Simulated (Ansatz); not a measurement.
## Cs₆Sn₂P₂Se₁₄ (P-1, No. 2; cell taken from a computed entry)

The numbers are results of PBEsol (PAW; Ansatz, a program for electronic structure), not measurements.

Settings: plane-wave cutoff 520 eV, 6×4×4 k mesh (along the axes of the cell as run), Fermi–Dirac smearing 0.01 eV, scalar-relativistic PAW data made under PBE.

Cell (relaxed with PBEsol):

```cif
data_Cs6P2Se14Sn2
_chemical_formula_sum 'Cs6 Sn2 P2 Se14'
_space_group_name_H-M_alt 'P-1'
_space_group_IT_number 2
_space_group_name_Hall '-P 1'
_cell_length_a 7.40266
_cell_length_b 9.86266
_cell_length_c 12.19261
_cell_angle_alpha 80.132
_cell_angle_beta 88.182
_cell_angle_gamma 70.462
loop_
_atom_site_label
_atom_site_type_symbol
_atom_site_symmetry_multiplicity
_atom_site_Wyckoff_symbol
_atom_site_fract_x
_atom_site_fract_y
_atom_site_fract_z
_atom_site_occupancy
Cs1 Cs 2 i 0.34155 0.36661 0.59689 1
Cs2 Cs 2 i 0.63160 0.69161 0.01700 1
Cs3 Cs 2 i 0.96543 0.01226 0.20262 1
Sn1 Sn 2 i 0.41945 0.09633 0.35702 1
P1 P 2 i 0.21293 0.54926 0.22913 1
Se1 Se 2 i 0.70396 0.07472 0.48110 1
Se2 Se 2 i 0.51710 0.02033 0.81114 1
Se3 Se 2 i 0.06342 0.25767 0.37546 1
Se4 Se 2 i 0.00826 0.42493 0.20726 1
Se5 Se 2 i 0.14174 0.66496 0.36809 1
Se6 Se 2 i 0.15055 0.67927 0.06139 1
Se7 Se 2 i 0.49774 0.37788 0.25682 1
```

For Cs₆Sn₂P₂Se₁₄ (P-1, No. 2; cell taken from a computed entry), the band gap comes out as 1.46 eV and the smallest direct gap on the k points sampled comes out as 1.56 eV.

Spin–orbit coupling is not included.

Computed values are for the static lattice.
